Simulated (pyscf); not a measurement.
O=Si=O + NH₃ → H₂N–Si(=O)–OH (addition across a multiple bond or ene-type step; singlet surface; H–N broken, H–O, N–Si formed). PySCF, gas phase, ωB97X-D3(BJ)/def2-SVP geometries. MP2 and CC: frozen core, UHF for open shells. ΔMP2 is the change of the MP2 total energy from the triple- to the quadruple-zeta basis. Energies in kJ/mol from the separated reactants.

| level | barrier | reaction energy |
|---|---|---|
| ωB97X-D3(BJ)/def2-TZVP | -91.1 | -296.3 |
| PBE/def2-TZVP | -85.3 | -251.2 |
| r²SCAN/def2-TZVP | -91.4 | -278.7 |
| B3LYP-D3(BJ)/def2-TZVP | -78.8 | -275.2 |
| ωB97M-D3(BJ)/def2-TZVP | -83.5 | -284.3 |
| HF/def2-TZVP | -49.9 | -318.4 |
| CCSD(T)/def2-TZVPP + ΔMP2(QZVPP) | [?] | [?] |

Task: What belongs in the gaps?

Result: 
- CCSD(T)/def2-TZVPP + ΔMP2(QZVPP), barrier: -71.1
- CCSD(T)/def2-TZVPP + ΔMP2(QZVPP), reaction energy: -274.8

On the reactant side the descent ends in an adduct with a N–Si contact, 167.8 kJ/mol under the separated species and 76.7 kJ/mol under the saddle at ωB97X-D3(BJ)/def2-TZVP. At ωB97X-D3(BJ), PBE, r²SCAN, B3LYP-D3(BJ), ωB97M-D3(BJ), HF, CCSD(T) the saddle lies under the separated reactants, which points to a path from their complex (located at ωB97X-D3(BJ) alone). What is counted as formed (N–Si) is already present as a longer contact in the reactant adduct; forming that adduct is a step of its own. One saddle was located; it need not be the lowest between these sides. The CCSD(T) − MP2 part came from Ansatz, without density fitting, on the same reference.
